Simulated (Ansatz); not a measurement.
**HNC, triplet in cc-pVDZ: errors against UCCSDT(Q)**

Geometry: that of the HNC, singlet, kept fixed. The singlet lies 6.3 eV lower here.

| atom | x (Å) | y (Å) | z (Å) |
| --- | --- | --- | --- |
| N | 0.0000 | 0.0000 | 0.0555 |
| C | 0.0000 | 0.0000 | -1.1080 |
| H | 0.0000 | 0.0000 | 1.0525 |

Basis cc-pVDZ; Ansatz 0.2.0. Only valence electrons are correlated (noble-gas cores frozen), which leaves 10 electrons in 31 orbitals. Prefix R: restricted or restricted open-shell reference; prefix U: unrestricted. Active spaces: valence = (10e, 9o) chosen from the atoms' valence shells.

Full CI isn't at hand for all of this; UCCSDT(Q) serves as the reference, and is uncertain by the last step of the cluster series or more. The frozen core follows each run's orbitals, which can shift R against U totals by a few meV.

Unrestricted rows (U) aren't spin-pure: their determinants' ⟨S²⟩ exceeds S(S+1) by up to 0.12, so they mix in states of higher spin. For open shells CISD is restricted-active-space CI with the open shells as a complete middle space.

* UHF ⟨S²⟩: 2.122
* T1 diagnostic (RCCSD): 0.0261
* largest doubles amplitude (RCCSD): 0.103
* T1 diagnostic (UCCSD): 0.0340

| level | E − E(UCCSDT(Q)) (kcal/mol) | share of correlation (%) | wall time |
| --- | --- | --- | --- |
| RHF | 170.04 | 0.00 | – |
| UHF | 163.42 | 3.89 | – |
| RMP2 | 16.81 | 90.12 | – |
| UMP2 | 20.41 | 88.00 | – |
| CISD | 16.12 | 90.52 | 1.5 s |
| RCCSD | 6.26 | 96.32 | – |
| UCCSD | 6.03 | 96.45 | – |
| RCCSD(T) | 0.94 | 99.45 | 2.1 s |
| UCCSD(T) | 1.05 | 99.38 | 2.1 s |
| BCCD(T) | 1.00 | 99.41 | 1.9 s |
| RCCSDT | 0.53 | 99.69 | – |
| UCCSDT | 0.50 | 99.71 | – |
| RCCSDT(Q) | 0.03 | 99.98 | 10 s |
| CASSCF (valence space) | 106.36 | 37.45 | – |
| NEVPT2 (valence space) | 19.73 | 88.40 | 2.5 s |
| MRCISD (valence space) | 5.51 | 96.76 | – |
| MRCISD+Q (valence space) | 0.21 | 99.88 | 4.1 s |

The correlation energy at UCCSDT(Q), counted from RHF, is -7.374 eV. That run took 8.5 s on 1 thread of AMD EPYC 7B13, shared host.

Times hold each run's SCF and search for its determinant on a shared host, so for small cases they say little of a method's own cost; they ran on 1 thread of AMD EPYC 7B13. Some runs computed forces too.

Natural occupations of CASSCF (valence space) about the gap: 1.983 1.980 1.929 1.015 1.001 0.071 0.020 0.013; effectively unpaired electrons, Σ n²(2−n)², 2.04.
